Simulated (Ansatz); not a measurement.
Rock-salt BaS was calculated with r²SCAN+SOC (Ansatz, a first-principles code, PAW).

Numerical settings: plane-wave cutoff 560 eV, 10×10×10 k mesh, Fermi–Dirac smearing 0.01 eV, PAW data made under PBE.

Properties against volume:

```
V (Å³/atom)  P (GPa)  direct gap at Γ (eV)  smallest gap on the k mesh (eV)
-----------  -------  --------------------  -------------------------------
31.158          3.16                 4.338                            2.437
31.821          1.99                 4.336                            2.473
32.484          0.94                 4.290                            2.506
33.147          0.00                 4.181                            2.536
33.810         -0.84                 4.077                            2.564
34.473         -1.60                 3.977                            2.589
35.135         -2.28                 3.880                            2.611
```

The fundamental gap (2.54 eV at the equilibrium volume, with added k points) lies elsewhere than Γ–Γ.
